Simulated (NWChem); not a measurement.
System: methyl formate (C$_{2}$H$_{4}$O$_{2}$); SMILES COC=O

Excerpt of the output:

```
             Northwest Computational Chemistry Package (NWChem) 7.3.0
             --------------------------------------------------------

                             Geometry "geometry" -> ""
                             -------------------------

 Output coordinates in angstroms (scale by  1.889725989 to convert to a.u.)

  No.       Tag          Charge          X              Y              Z
 ---- ---------------- ---------- -------------- -------------- --------------
    1 C                    6.0000    -0.50939800    -1.31859500     0.00259400
    2 O                    8.0000     0.67640600    -0.53795100     0.00144500
    3 C                    6.0000     0.50395600     0.78057800     0.00023600
    4 O                    8.0000    -0.55229500     1.34381400    -0.00018400
    5 H                    1.0000    -1.11537200    -1.11142500    -0.89194400
    6 H                    1.0000    -0.18913200    -2.36668900     0.00863100
    7 H                    1.0000    -1.11978000    -1.10231600     0.89193000
    8 H                    1.0000     1.49611800     1.27875800    -0.00027500

 Effective nuclear repulsion energy (a.u.)     122.8400347260

                                 NWChem DFT Module
                                 -----------------

 Summary of "ao basis" -> "ao basis" (spherical)
 ------------------------------------------------------------------------------
       Tag                 Description            Shells   Functions and Types
 ---------------- ------------------------------  ------  ---------------------
 C                          def2-svp                 6       14   3s2p1d
 O                          def2-svp                 6       14   3s2p1d
 H                          def2-svp                 3        5   2s1p

 in cosmo_initialize ...

 solvent parameters
 solvname_short: unkn
 solvname_long:  unknown
 dielec:       46.7000

          ---------------
          -cosmo- solvent
          ---------------
 Cosmo: York-Karplus, doi: 10.1021/jp992097l
 dielectric constant -eps-     =  46.70
 screen = (eps-1)/(eps    )    =   0.97859
 surface charge correction     = lagrangian

   van der Waals surface
 --------------------------

[...]

                                   COSMO solvation results
                                   -----------------------

                 gas phase energy =      -228.893027508785
                 sol phase energy =      -228.900942196656
 (electrostatic) solvation energy =         0.007914687871 (    4.97 kcal/mol)

                       DFT Final Molecular Orbital Analysis
                       ------------------------------------

 Vector   14  Occ=2.000000D+00  E=-3.642211D-01
              MO Center=  1.2D-01, -7.3D-01,  3.7D-03, r^2= 2.3D+00
   Bfn.  Coefficient  Atom+Function         Bfn.  Coefficient  Atom+Function
  ----- ------------  ---------------      ----- ------------  ---------------
    18      0.393789  2 O  px                 4     -0.284401  1 C  px
    21      0.268185  2 O  px                62     -0.233885  6 H  s
    46      0.191319  4 O  px                17      0.187369  2 O  s
    67      0.159732  7 H  s                 57      0.157076  5 H  s
    16      0.149169  2 O  s                  5      0.147985  1 C  py

 Vector   15  Occ=2.000000D+00  E=-3.174128D-01
              MO Center= -2.5D-02, -1.4D-01,  1.5D-04, r^2= 2.2D+00
   Bfn.  Coefficient  Atom+Function         Bfn.  Coefficient  Atom+Function
  ----- ------------  ---------------      ----- ------------  ---------------
    20      0.485185  2 O  pz                23      0.366263  2 O  pz
    48     -0.341841  4 O  pz                51     -0.259224  4 O  pz
     6     -0.191119  1 C  pz                57      0.185619  5 H  s
    67     -0.184508  7 H  s                 58      0.126226  5 H  s
    68     -0.126056  7 H  s                  9     -0.041549  1 C  pz

 Vector   16  Occ=2.000000D+00  E=-2.973519D-01
              MO Center= -1.7D-01,  1.1D+00,  9.1D-05, r^2= 1.5D+00
   Bfn.  Coefficient  Atom+Function         Bfn.  Coefficient  Atom+Function
  ----- ------------  ---------------      ----- ------------  ---------------
    47      0.504447  4 O  py                50      0.367796  4 O  py
    46      0.286611  4 O  px                72     -0.212453  8 H  s
    19      0.210890  2 O  py                49      0.190404  4 O  px
    22      0.160397  2 O  py                17      0.155292  2 O  s
    73     -0.139457  8 H  s                 36      0.101565  3 C  py

 Vector   17  Occ=0.000000D+00  E=-1.403519D-03
              MO Center=  2.6D-01,  7.7D-01, -1.4D-04, r^2= 1.7D+00
   Bfn.  Coefficient  Atom+Function         Bfn.  Coefficient  Atom+Function
  ----- ------------  ---------------      ----- ------------  ---------------
    37      0.578217  3 C  pz                34      0.555699  3 C  pz
    51     -0.433181  4 O  pz                48     -0.392645  4 O  pz
    20     -0.264740  2 O  pz                23     -0.261176  2 O  pz
    58     -0.145417  5 H  s                 68      0.142959  7 H  s
     9     -0.133677  1 C  pz                57     -0.072982  5 H  s

 Vector   18  Occ=0.000000D+00  E= 8.093267D-02
              MO Center= -9.2D-01, -1.4D+00,  8.8D-04, r^2= 4.6D+00
   Bfn.  Coefficient  Atom+Function         Bfn.  Coefficient  Atom+Function
  ----- ------------  ---------------      ----- ------------  ---------------
     3      2.458633  1 C  s                 58     -1.254425  5 H  s
    68     -1.252132  7 H  s                 63     -1.035690  6 H  s
    31     -0.569781  3 C  s                  7     -0.472940  1 C  px
    45      0.291570  4 O  s                  2      0.238957  1 C  s
    73      0.200417  8 H  s                  8     -0.143729  1 C  py

[...]
```

Level: B3LYP/def2-SVP, COSMO on the gas-phase geometry. Coordinates come from a PBE0/def2-SVP optimisation. COSMO prints the solvation energy as gas minus solution, so a positive value is a stabilisation.

Problem. Which NWChem input produces such a log?

Solution. One answer among several that fit: the input that was run:
```
start job
memory heap 200 mb stack 900 mb global 1100 mb
geometry units angstroms noautosym nocenter noautoz
  C     -0.509398    -1.318595     0.002594
  O      0.676406    -0.537951     0.001445
  C      0.503956     0.780578     0.000236
  O     -0.552295     1.343814    -0.000184
  H     -1.115372    -1.111425    -0.891944
  H     -0.189132    -2.366689     0.008631
  H     -1.119780    -1.102316     0.891930
  H      1.496118     1.278758    -0.000275
end
basis spherical
  C library def2-svp
  O library def2-svp
  H library def2-svp
end
dft
  xc b3lyp
  iterations 150
end
cosmo
  dielec 46.7
end
task dft energy
```
